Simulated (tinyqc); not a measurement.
Worked calculation: geometry optimisation on the UHF/sto-3g surface (energies and gradients from PySCF), for BH, spin multiplicity 3. Computed by tinyqc, a small Python program that keeps every step (integrals from PySCF). Settings: charge = 0, multiplicity = 3, basis = sto-3g, optimiser = bfgs, first Hessian = 0.3, largest step = 0.1, iteration cap = 30. Command: `OMP_NUM_THREADS=1 python tinyqc.py 25483 25484 out.jsonl` (the two numbers bound the seeds that draw the settings). One thread of a shared host (Intel(R) Xeon(R) Processor @ 2.60GHz), about 0.3 s of CPU time with the checks.

## Step 1: energy and gradient

positions at the start (bohr):
```
          x        y        z
1B  0.00000  0.00000  0.00000
2H  0.00000  0.00000  2.29224
```

Self-consistent energy and analytic gradient at these positions.

energy = -24.7494378 hartree

gradient (hartree/bohr):
```
            x          y           z
1B  0.0000000  0.0000000  -0.0353649
2H  0.0000000  0.0000000   0.0353649
```

## Step 1: move

Quasi-Newton step p = -H^(-1) g (first H = 0.3 times the unit matrix); steps longer than 0.1 bohr are cut back (factor 0.600 here).

positions after step 1 (bohr):
```
          x        y        z
1B  0.00000  0.00000  0.07071
2H  0.00000  0.00000  2.22153
```

## Step 2: energy and gradient

As before.

energy = -24.7512576 hartree

gradient (hartree/bohr):
```
            x          y           z
1B  0.0000000  0.0000000   0.0122270
2H  0.0000000  0.0000000  -0.0122270
```

## Step 2: move

inverse Hessian in use (bohr^2/hartree), lower triangle:
```
         1        2        3        4        5        6
1  3.33333
2  0.00000  3.33333
3  0.00000  0.00000  2.40955
4  0.00000  0.00000  0.00000  3.33333
5  0.00000  0.00000  0.00000  0.00000  3.33333
6  0.00000  0.00000  0.92378  0.00000  0.00000  2.40955
```

Quasi-Newton step p = -H^(-1) g (the inverse Hessian comes from BFGS updates; coordinates in the order x, y, z of each atom); steps longer than 0.1 bohr are cut back.

positions after step 2 (bohr):
```
          x        y        z
1B  0.00000  0.00000  0.05254
2H  0.00000  0.00000  2.23969
```

## Convergence

Stop when the largest gradient component is below 3e-5 hartree/bohr. The inverse Hessian follows the BFGS update with s = step, y = change of gradient.

Course of the optimisation:
```
step  E (hartree)  largest gradient (hartree/bohr)
1     -24.7494378                         3.54e-02
2     -24.7512576                         1.22e-02
3     -24.7514485                         1.53e-03
4     -24.7514517                         5.66e-05
5     -24.7514517                         2.76e-07
```

Final distances (angstrom):
```
pair   distance
2H-1B   1.15517
```

Converged in 5 steps.
